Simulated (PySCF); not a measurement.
# MgAl: from the state search to spectroscopic constants

What are the lowest state that PBE0 finds, the bond length, vibrational wavenumber and bond energy of MgAl, and how much do these hang on the method?

The runs use PySCF 2.14.0; Mg jorge-DZP-DKH, Al jorge-DZP-DKH, spin-free X2C with a Gaussian nucleus.

**1. The job**

The job is set up so:

* atoms: Mg, Al
* charge: 0
* basis: Mg jorge-DZP-DKH, Al jorge-DZP-DKH
* Hamiltonian: spin-free X2C with a Gaussian nucleus
* basis functions: 48
* electrons treated: 25
* masses in u: 23.9850, 26.9815
* levels: PBE0, PBE, r²SCAN, r²SCAN0, MN15, BLYP, HSE06, HF, MP2, SCS-MP2, CCSD, CCSD(T)
* grid: 80 radial by 434 angular points
* occupations: held fixed by the projection of orbital angular momentum
* dissociation limit: Mg + Al, each in its ground configuration
* starting distance in angstrom: 2.550
* values of 2S to try: 1, 3

Launch:

```sh
$ OMP_NUM_THREADS=1 python dia.py task.json out
```

After this run come: The PBE0 curve of the state that the search chose; Other states along the same grid; PBE; r²SCAN; r²SCAN0; MN15; BLYP (GGA); HSE06 (range-separated hybrid); UHF (mean field); MP2 and coupled cluster.

Before running it: what results should come out? Wanted: for each run, Re; ωe; De; μ.

The runs gave:

Lowest PBE0 solution found, without spin–orbit coupling: ²Π (doublet), unpaired electrons π ↑. State 2 has its PBE0 minimum 0.23 eV higher. State 4 has its PBE0 minimum 1.31 eV higher. The other levels ran on the lowest alone.

| level | Re (Å) | ωe (cm⁻¹) | De (eV) | μ (D) |
| --- | --- | --- | --- | --- |
| UHF-CCSD(T) | 2.981 | 172.6 | 0.244 | n/a |
| PBE | 2.884 | 211.1 | 0.57 | -1.28 |
| BLYP | 2.945 | 182.1 | 0.343 | -1.11 |
| r²SCAN | 2.875 | 216.9 | 0.56 | -1.46 |
| PBE0 | 2.904 | 200.4 | 0.470 | -1.43 |
| r²SCAN0 | 2.896 | 203.3 | 0.476 | -1.50 |
| HSE06 | 2.904 | 200.2 | 0.478 | -1.41 |
| MN15 | 2.990 | 162.4 | 0.441 | -1.02 |

De is counted to Mg + Al in their ground configurations. A positive dipole means Mg(−)Al(+). No constants: UHF (the points don't follow one smooth fit); UHF-MP2 (fits of two degrees disagree); UHF-SCS-MP2 (the points don't follow one smooth fit); UHF-CCSD (fits of two degrees disagree). ⟨S²⟩ is off the pure value of 0.75 by over a tenth at r²SCAN0 0.84.

**Reading.** The methods spread over 0.115 Å in bond length, from r²SCAN to MN15. Of the levels with a De here, UHF-CCSD(T) gives the least (0.244 eV) and PBE the most (0.57 eV).

Correlated steps freeze 6 core orbitals. T1 is 0.029 near the minimum (highest on the curve 0.052), which may point to more than one leading configuration.
